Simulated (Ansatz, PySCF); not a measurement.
This PySCF input computes a B3LYP/def2-TZVPD energy:

```python
from pyscf import gto, scf, dft

mol = gto.M(
    atom='''
    C    -0.62506249    0.09868167    0.06335550
    F     0.74037567   -0.11688673   -0.07504349
    H    -0.89947162   -0.04282710    1.10961518
    H    -0.85396320    1.11823461   -0.24985477
    H    -1.15957127   -0.61551701   -0.56450199
    ''',
    basis='def2-tzvpd',
    charge=0,
    spin=0,
    verbose=4,
)

mf = dft.RKS(mol, xc='b3lyp').density_fit(auxbasis='def2-universal-jkfit')
mf.grids.level = 3
mf.conv_tol = 1e-9
mf.max_cycle = 100
mf.max_memory = 1500
mf.kernel()
if not mf.converged:
    mf = mf.newton()
    mf.kernel(mf.make_rdm1())
mf.analyze()
```

### Question
Write an input for the same energy in Ansatz (a quantum-chemistry and plane-wave program) and say what it gives.

### Answer

Ansatz 0.2 input:
```yaml
crystal:
  periodic: [false, false, false]
  atoms:
    - {symbol: C, position_ang: [-0.62506249, 0.09868167, 0.06335550]}
    - {symbol: F, position_ang: [0.74037567, -0.11688673, -0.07504349]}
    - {symbol: H, position_ang: [-0.89947162, -0.04282710, 1.10961518]}
    - {symbol: H, position_ang: [-0.85396320, 1.11823461, -0.24985477]}
    - {symbol: H, position_ang: [-1.15957127, -0.61551701, -0.56450199]}
basis:
  gaussian:
    orbitals: def2-TZVPD
hamiltonian:
  xc: {name: B3LYP}
output: {forces: true}
```
It gives -139.80879 Eh, and PySCF -139.80886 Eh, a difference of 0.07 mEh, from the treatment of integrals and grids.
